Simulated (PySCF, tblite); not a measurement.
# dichlorofluoromethane: calculation against experiment

**Measured values to compare with.**

NIST CCCBDB Release 22 (SRD 101), experimental dipoles lists, for the gas: dipole moment (dielectric constant against temperature) 1.29 D.

From CRC Handbook of Chemistry and Physics, for the gas at 298.15 K: standard entropy 293.1 J/(mol K).

How close the calculation comes is told at the end.

Compound: dichlorofluoromethane, CHCl2F.
SMILES with atom numbers: `[F:1][CH:2]([Cl:3])[Cl:4]` (hydrogens: H5 on C2)

Structure used (GFN2-xTB), in Å, numbered top down from 1:
```xyz
5
CHCl2F angstrom
F     -0.066    1.147   -0.770
C      0.004    0.103    0.070
Cl     1.465   -0.834   -0.289
Cl    -1.447   -0.896   -0.125
H      0.053    0.483    1.097
```

The PySCF runs (gas phase, on this GFN2-xTB geometry; no spin–orbit coupling):

| level | job | basis functions | wall time |
| --- | --- | --- | --- |
| PBE0/pcSseg-1 | shieldings, charges and field gradients | 87 | 4.4 s |

Hardware: Arm Neoverse V1, one thread, on a shared host.

GFN2-xTB wavenumbers (cm⁻¹, harmonic, unscaled, at the method's own geometry): 242, 329, 415, 666, 672, 1039, 1118, 1209, 2911. Point group Cs, symmetry number 1. Entropy at 298.15 K and 1 bar in J/(mol K): translation 166.5, rotation 109.6, vibration 20.2.

Results beside the measurements:

**Dipole moment.** Measured: 1.29 D (NIST CCCBDB Release 22 (SRD 101), experimental dipoles).

```
        level  computed (D)  computed − measured (D)  % (from the printed values)
PBE0/pcSseg-1          1.43                    +0.14                          +11
```

The computed dipoles belong to one fixed geometry; measured ones are averaged over vibrations unless marked μe. Magnitudes are compared, not signs.

**Standard entropy at 298.15 K.** Measured: 293.1 J/(mol K) (298.15 K; CRC Handbook of Chemistry and Physics).

```json
{"level": "GFN2-xTB, rigid rotor and harmonic oscillator", "computed (J/(mol K))": "296.4", "computed − measured (J/(mol K))": "+3.3", "% (from the printed values)": "+1"}
```

Ideal gas at 1 bar, most abundant isotopes; table values of this kind come from calorimetry or from spectroscopic constants.

No measured geometry was used, and the causes of the misses weren't examined.
